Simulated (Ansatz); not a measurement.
# BeH2P: the cost of one run

The runs use Ansatz 0.2.0, Gaussian basis; def2-QZVPP, all electrons in the functionals.

To be run: PBE, BLYP, r2SCAN, B97M-V, PBE0, B3LYP, at charge 0, quartet; charge 0, doublet; charge 0, sextet; charge 1, triplet; charge 1, quintet.

## 1. The geometry

The geometry is a PBE0/def2-TZVP stationary point (not a proven minimum).

4 atoms, charge 0, spin multiplicity 4.

Atoms are counted from 1 here; the program's logs count them from 0.

Bond lengths: P1–Be2 2.362 Å, P1–H3 1.434 Å, Be2–H4 1.404 Å. Angles: Be2–P1–H3 78.1°, P1–Be2–H4 72.5°.

No dispersion term is added; B97M-V holds VV10 nonlocal correlation. B3LYP takes the VWN-RPA correlation.

The geometry shown and the zero of energy belong to the point charge 0, quartet. The yardstick, UCCSD(T), and other wave-function levels (R restricted, U unrestricted, valence and pair active spaces) come from earlier runs.

## 2. PBE, charge 0, quartet

The input, in.yaml:

```yaml
crystal:
  periodic: [false, false, false]
  atoms:
    - {symbol: P, position_ang: [0.000000, -0.077599, 0.555021]}
    - {symbol: Be, position_ang: [0.000000, 0.243011, -1.784965]}
    - {symbol: H, position_ang: [0.000000, 1.352773, 0.453405]}
    - {symbol: H, position_ang: [0.000000, -1.140996, -1.549372]}
basis:
  gaussian: {orbitals: "def2-QZVPP.json"}
magnetization: {spin_polarized: true, initial_magnetization: 3}
hamiltonian: {xc: {name: PBE}}
output: {orbitals: {seedname: orbitals}}
```

Command:

```sh
$ ansatz run in.yaml --threads 1 --pin off --events-out ev --progress --plain --max-ram 2393MiB
```

**Question.** How long does this run take on 1 thread of Arm Neoverse V1, shared host?

About 3.1 s.
